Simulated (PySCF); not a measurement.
CH5N, SMILES CN. Atoms are numbered in the order given.

```xyz
7

C     -0.7012    -0.0177     0.0000
N      0.7452     0.1211     0.0000
H     -1.1131     0.4854     0.8777
H     -1.1131     0.4854    -0.8777
H     -1.0753    -1.0520     0.0000
H      1.1463    -0.3301     0.8120
H      1.1463    -0.3301    -0.8120
```

Geometry: PBE0-D3(BJ)/def2-TZVP.

These are PBE/pcJ-1 (PySCF) values and carry that method's errors.

Isotropic couplings with Fermi-contact, spin-dipole and both spin-orbit terms, one fixed conformer, no vibrational averaging. Isotopes: 13C, 14N, 1H.

| pair | bonds apart | J (Hz) |
|---|---|---|
| C1–N2 | 1 | [?] |
| C1–H3 | 1 | 126.7 |
| C1–H4 | 1 | 126.7 |
| C1–H5 | 1 | 120.6 |
| N2–H6 | 1 | 42.4 |
| N2–H7 | 1 | 42.4 |
| C1–H6 | 2 | -1.8 |
| C1–H7 | 2 | -1.8 |
| N2–H3 | 2 | [?] |
| N2–H4 | 2 | [?] |
| H3–H4 | 2 | -13.8 |
| H3–H5 | 2 | -9.2 |
| H4–H5 | 2 | -9.2 |
| H6–H7 | 2 | [?] |
| H3–H6 | 3 | 2.8 |
| H3–H7 | 3 | 17.1 |
| H4–H6 | 3 | 17.1 |
| H4–H7 | 3 | 2.8 |
| H5–H6 | 3 | 2.3 |
| H5–H7 | 3 | 2.3 |

**Question.** Complete the blanks. (The exact figures need the calculation; the answer reports its results.)

**Answer.** 
- C1–N2, J (Hz): 1.1
- N2–H3, J (Hz): 2.1
- N2–H4, J (Hz): 2.1
- H6–H7, J (Hz): -7.2
